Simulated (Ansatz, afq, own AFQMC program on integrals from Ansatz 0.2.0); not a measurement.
Atomization energy of AlSiH, triplet, worked out

```xyz
3

Si    0.0000   -0.0360    1.1654
Al    0.0000   -0.0118   -1.2249
H     0.0000    1.3177    0.3154
```

Connectivity, by distances: SiH–Al.

Basis cc-pVTZ. Only valence electrons are correlated. Integrals, coupled cluster, full CI and functionals: Ansatz 0.2.0; the random walks run on the same integrals in our own AFQMC program. ph-AFQMC/CISD is guided by a CISD state made of CCSD amplitudes; releasing the constraint for a short imaginary time cuts its bias at the price of noise, slowly where states lie close. Uncertainties: one standard error, sampling alone.

Total energies in eV. CBS is CCSD(T) at the limit of def2-TZVPP/QZVPP (extrapolated itself); the highest rung of each member is named.

Cautions: AlSiH (triplet): lower spins were not checked, unrestricted determinant slightly spin contaminated (⟨S²⟩ 2.09 against 2.00), the released energies are still falling, so no released level is given (meV from the phaseless value at times in 1/Eh: -7 ± 4 at 0.24, -14 ± 6 at 0.51, -19 ± 4 at 0.99, -25.2 ± 2.4 at 1.62, -29 ± 4 at 2.40), though the last usable value meets CCSDT(Q) within the noise, its ph-AFQMC/CISD value lies 31 ± 4 meV above CCSDT(Q).

```csv
member,count,CCSD(T)/cc-pVTZ,highest rung in cc-pVTZ,which,CCSD(T)/CBS
Si (triplet),+1,-7862.2708,-7862.2931,FCI,-7862.5000
Al (doublet),+1,-6583.2834,-6583.2963,FCI,-6583.4221
H (doublet),+1,-13.6005,-13.6005,FCI,-13.6059
"AlSiH, triplet",-1,-14464.5388,-14464.6073,CCSDT(Q),-14465.1468
```

Problem. Work out the best estimate of the atomization energy: the CCSD(T)/CBS difference plus the step from CCSD(T) to the highest rung.

Solution. Sums with the counts: CCSD(T)/CBS 5.6188 eV, highest rung 5.4174 eV, CCSD(T)/cc-pVTZ 5.3841 eV. The step is 5.4174 − 5.3841 = 0.0333 eV, so the best estimate is 5.6188 + (0.0333) = 5.6521 eV = 545.3 kJ/mol. The basis set is worth 0.235 eV of it. Zero-point, core-correlation and spin–orbit terms aren't in it. Past Ne the Hartree–Fock part of each CBS total tends to overshoot, since the cores don't follow the formula; that largely cancels in the difference.

Best estimates are given only where the step beyond CCSD(T) is under 0.3 eV and no member's determinant is very poor (T1 over 0.05, or 0.07 for open shells, ⟨S²⟩ too high by 0.3, two states mixed), so the hardest cases are missing from such tables.

CCSDT and higher add their correlation energy to the determinant of the CCSD(T) run, since their own runs factorise the integrals more tightly (a shift of under 2 meV). Each member of a difference takes its own highest rung, so a best estimate needn't equal the limit plus the step of one row.
